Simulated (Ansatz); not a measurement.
# Mo3Si: the cost of one run

Method: the settings change from run to run; program: Ansatz 0.2.0, Gaussian basis.

4 further runs of the same task are left out: 4 set aside as unsound or not needed. Runs told in other sessions of the task aren't counted.

## 1. The relaxed structure

The structure was relaxed beforehand with PBE0-D4/def2-SVP. Mo takes a core potential in def2 sets; no spin-orbit term is included.

4 atoms, charge 0, spin multiplicity 1.

Atoms are counted from 1 here; the program's logs count them from 0.

Bond lengths: Mo1–Si4 2.504 Å, Mo2–Si4 2.504 Å, Mo3–Si4 2.504 Å. Angles: Mo1–Si4–Mo2 52.8°, Mo1–Si4–Mo3 52.8°, Mo2–Si4–Mo3 52.8°.

## 2. r2SCAN0/def2-SVPD

This run has charge -1, multiplicity 2, atoms shaken by 0.15 Å, D3(BJ) dispersion.

The input, in.yaml:

```yaml
crystal:
  periodic: [false, false, false]
  atoms:
    - {symbol: Mo, position_ang: [-1.422137, -0.636892, 0.480423]}
    - {symbol: Mo, position_ang: [1.501430, -0.555810, -0.233554]}
    - {symbol: Mo, position_ang: [0.535135, 0.679172, 1.157667]}
    - {symbol: Si, position_ang: [-0.584850, 1.022587, -1.428179]}
basis:
  gaussian: {orbitals: def2-SVPD}
total_charge: -1
magnetization: {spin_polarized: true, initial_magnetization: 1}
hamiltonian: {xc: {name: r2SCAN0}, dispersion: d3bj}
scf: {omitted_lower_state_checks: [starts]}
```

The run is started by

```sh
$ ansatz run in.yaml --threads 4 --pin off --events-out ev --progress --plain --max-ram 3916MiB
```

Q: Estimate wall time and peak memory on 4 threads of Intel Xeon 6975P-C, shared host.

About 18 s, with a peak of 0.8 GiB.
